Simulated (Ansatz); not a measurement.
**Bulk modulus B0 of zinc-blende MgS (metastable phase) at several levels of theory**

No measured value is used here.

```json
[
 {"level (code)": "LDA (Ansatz)", "value (GPa)": "61.5", "cell (Å³/atom)": "21.88"},
 {"level (code)": "PBEsol (Ansatz)", "value (GPa)": "[?]", "cell (Å³/atom)": "22.57"},
 {"level (code)": "r²SCAN (Ansatz)", "value (GPa)": "59.9", "cell (Å³/atom)": "22.69"},
 {"level (code)": "B3LYP (VWN-RPA form) (Ansatz)", "value (GPa)": "[?]", "cell (Å³/atom)": "23.16"},
 {"level (code)": "HSE06 (Ansatz)", "value (GPa)": "59.5", "cell (Å³/atom)": "22.70"},
 {"level (code)": "PBE0 (Ansatz)", "value (GPa)": "59.6", "cell (Å³/atom)": "22.68"},
 {"level (code)": "Hartree–Fock (Ansatz)", "value (GPa)": "59.2", "cell (Å³/atom)": "23.58"}
]
```

Problem. What belongs in the gaps?

Solution. 
- PBEsol (Ansatz, a first-principles code), value (GPa): 57.7
- B3LYP (VWN-RPA form) (Ansatz), value (GPa): 56.6

Each level is taken at its own relaxed cell. Cutoffs and k meshes differ between the levels. Ansatz's density-functional and Hartree–Fock values are scalar-relativistic unless marked +SOC, with PAW data made under PBE.
